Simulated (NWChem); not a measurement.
System meant: methanethiol (CH₄S); SMILES CS

Input file for NWChem:

```
start job
memory heap 200 mb stack 900 mb global 1100 mb
geometry units angstroms noautoz
  C      0.007372     1.144073     0.000000
  S      0.073678    -0.666908     0.000000
  H     -0.485965     1.537229     0.899863
  H      1.050474     1.489261     0.000000
  H     -0.485965     1.537229    -0.899863
  H     -1.259317    -0.880595     0.000000
end
basis spherical
  * library def2-svp
end
dft
  xc pbe0
  iterations 4
  mulliken
end
task dft energy
```

End of the output:

```
    Atom       Charge   Shell Charges
 -----------   ------   -------------------------------------------------------
    1 C    6     6.18   1.96  0.60  0.34  1.86  1.35  0.07
    2 S   16    15.89   2.00  1.95  0.96  0.67  5.81  1.90  2.51  0.08
    3 H    1     0.97   0.64  0.26  0.07
    4 H    1     0.96   0.63  0.26  0.07
    5 H    1     0.97   0.64  0.26  0.07
    6 H    1     1.02   0.63  0.32  0.08

 center of mass
 --------------
 x =   0.04553403 y =  -0.14411047 z =   0.00000000

 moments of inertia (a.u.)
 ------------------
         139.364675283325           0.000000000000           0.000000000000
           0.000000000000          17.709325332233           0.000000000000
           0.000000000000           0.000000000000         145.416764842639

     Multipole analysis of the density
     ---------------------------------

     L   x y z        total         alpha         beta         nuclear
     -   - - -        -----         -----         ----         -------
     0   0 0 0     -0.000000    -13.000000    -13.000000     26.000000

     1   1 0 0     -0.353607     -0.176803     -0.176803      0.000000
     1   0 1 0      0.508562      0.254281      0.254281     -0.000000
     1   0 0 1     -0.000000     -0.000000     -0.000000      0.000000

     2   2 0 0    -14.134231    -12.877309    -12.877309     11.620387
     2   1 1 0      1.027286     -0.462194     -0.462194      1.951675
     2   1 0 1     -0.000000     -0.000000     -0.000000      0.000000
     2   0 2 0    -14.898146    -47.950941    -47.950941     81.003737
     2   0 1 1     -0.000000     -0.000000     -0.000000      0.000000
     2   0 0 2    -16.370719    -11.077041    -11.077041      5.783363

 ------------------------------------------------------------------------
 dft energy failed                                                                                  0
 ------------------------------------------------------------------------
 ------------------------------------------------------------------------
  current input line :
    19: task dft energy
 ------------------------------------------------------------------------
 ------------------------------------------------------------------------
 This type of error is most commonly associated with calculations not reaching convergence criteria
 ------------------------------------------------------------------------
 For more information see the NWChem manual at https://nwchemgit.github.io

0:dft energy failed:Received an Error in Communication
```

### Question
What is wrong, and how is it mended?

### Answer
Convergence was not reached. Cause: the SCF was allowed too few iterations. This input runs:
```
start job
memory heap 200 mb stack 900 mb global 1100 mb
geometry units angstroms noautoz
  C      0.007372     1.144073     0.000000
  S      0.073678    -0.666908     0.000000
  H     -0.485965     1.537229     0.899863
  H      1.050474     1.489261     0.000000
  H     -0.485965     1.537229    -0.899863
  H     -1.259317    -0.880595     0.000000
end
basis spherical
  C library def2-svp
  S library def2-svp
  H library def2-svp
end
dft
  xc pbe0
  iterations 150
  mulliken
end
task dft energy
```
It converges to -438.35122 Ha (PBE0/def2-SVP).
